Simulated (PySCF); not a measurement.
Gas-phase reaction: 3 SiH2 + C6H6 = 3 H3SiCCH

Energies from PySCF, thermal terms from the rigid-rotor harmonic-oscillator model, ideal gas at 1 bar. † marks an energy on the PBE0/def2-TZVP geometry and frequencies; other levels use their own. MP2 and CCSD(T) freeze the core. All species are closed-shell singlets. B3LYP is the form with VWN-RPA correlation. MP2 isn't extrapolated to the basis-set limit. CCSD(T) isn't extrapolated to the basis-set limit.

```
level               ΔH°(298 K), kJ
------------------  --------------
B3LYP/def2-TZVP†                 ?
BLYP/def2-TZVP†               -162
CCSD(T)/def2-SVP†             -113
M06-2X/def2-TZVP†                ?
MP2/def2-SVP†                    ?
MP2/def2-TZVPP†               -214
PBE/def2-TZVP†                -129
PBE0/def2-SVP†                 -66
PBE0/def2-TZVP                -125
LDA/def2-TZVP†                 -95
ωB97X-V/def2-TZVP†               ?
```

Question: Some entries are withheld; supply them.

Answer: 
- B3LYP/def2-TZVP†, ΔH°(298 K), kJ: -156
- M06-2X/def2-TZVP†, ΔH°(298 K), kJ: -164
- MP2/def2-SVP†, ΔH°(298 K), kJ: -159
- ωB97X-V/def2-TZVP†, ΔH°(298 K), kJ: -166
